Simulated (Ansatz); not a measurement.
# AlH7SSi: the cost of one run

Program: Ansatz 0.2.0. Level of theory: RKS revPBE-D4/def2-SVP. These are calculated values, not measurements.

### Step 1. The starting structure

Bond lengths: Al1–Si2 2.712 Å, Al1–H3 1.546 Å, Al1–H4 1.548 Å, Al1–S6 2.637 Å, Si2–H7 1.462 Å, Si2–H8 1.471 Å, Si2–H9 1.482 Å, S6–H10 1.335 Å. Angles: Al1–Si2–H7 142.9°, Al1–Si2–H8 104.0°, Al1–Si2–H9 82.3°, H7–Si2–H8 107.3°, H7–Si2–H9 107.1°, H8–Si2–H9 106.3°, Si2–Al1–H3 116.8°, Si2–Al1–H4 106.4°, Si2–Al1–S6 86.7°, H3–Al1–H4 117.0°, H3–Al1–S6 114.1°, H4–Al1–S6 111.8°, Al1–S6–H10 86.5°.

Structure file:

```xyz
10

Al   -0.4950   -1.2738   -0.0352
Si    1.1782    0.8262   -0.4177
H    -0.7348   -2.2048   -1.2459
H    -0.0605   -1.9446    1.2906
H    -0.6578    0.6000   -0.1148
S    -2.3985    0.5103    0.3456
H     1.3160    2.0931   -1.1352
H     1.8522    0.9845    0.8807
H     1.9553   -0.1867   -1.1694
H    -1.9551    0.5957    1.6014
```

### Step 2. A restrained relaxation towards end A

Springs on the bonds that form and break draw the guess towards this end; the thresholds are loose.

File input.yaml:

```yaml
crystal:
  periodic: [false, false, false]
  atoms:
    - { symbol: Al, position_ang: [-0.495, -1.2738, -0.0352] }
    - { symbol: Si, position_ang: [1.1782, 0.8262, -0.4177] }
    - { symbol: H, position_ang: [-0.7348, -2.2048, -1.2459] }
    - { symbol: H, position_ang: [-0.0605, -1.9446, 1.2906] }
    - { symbol: H, position_ang: [-0.6578, 0.6, -0.1148] }
    - { symbol: S, position_ang: [-2.3985, 0.5103, 0.3456] }
    - { symbol: H, position_ang: [1.316, 2.0931, -1.1352] }
    - { symbol: H, position_ang: [1.8522, 0.9845, 0.8807] }
    - { symbol: H, position_ang: [1.9553, -0.1867, -1.1694] }
    - { symbol: H, position_ang: [-1.9551, 0.5957, 1.6014] }
basis:
  gaussian: { orbitals: def2-SVP }
hamiltonian:
  xc: revpbe
  dispersion: d4
relax:
  f_tol: 0.15
  max_steps: 25
  restrain:
    - { distance: [0, 5], at: 3.56, k: 30.0 }
    - { distance: [4, 1], at: 2.72, k: 30.0 }
    - { distance: [0, 1], at: 2.32, k: 30.0 }
    - { distance: [4, 5], at: 1.36, k: 30.0 }
output:
  orbitals: {}
```

Run with:

```sh
> ansatz run input.yaml --threads 2 --pin off --max-ram 3072MiB --backend cpu --events-out ev --progress --plain --runs-dir out
```

**Question.** How long does this run take on 2 threads of Arm Neoverse V1, shared host, and how much memory does it need?

About 19 s, with a peak of 0.13 GiB.
